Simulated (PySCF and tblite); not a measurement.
The numbers below are computed, except where a source is named.
Molecule: C₄H₁₀N₂, numbered as in [CH3:1][C@@H:2]1[CH2:3][CH2:4][NH:5][NH:6]1.

The mean out-of-plane torsion at N5 (0° is planar) is held and the rest relaxed at GFN2-xTB. Energies: PBE0/pcSseg-1 + D3(BJ). (tblite 0.8, PySCF 2.14.)

Question: Give the DFT energy and dipole along the out-of-plane angle.

Answer: 
```
out-of-plane angle °  E kcal/mol  dipole D
                 -45        2.37      2.33
                 -38        0.00      2.00
                 -29        1.79      1.60
                 -15        5.49      1.20
                   0        7.60      1.15
                  15        6.64      1.46
                  28        4.08      1.85
                  37        3.52      2.19
                  44        6.48      2.45
```

Question: Where is the lowest sampled point, and what does the planar form cost?

Answer: At -38°; the point at 0° lies 7.60 kcal/mol above it.
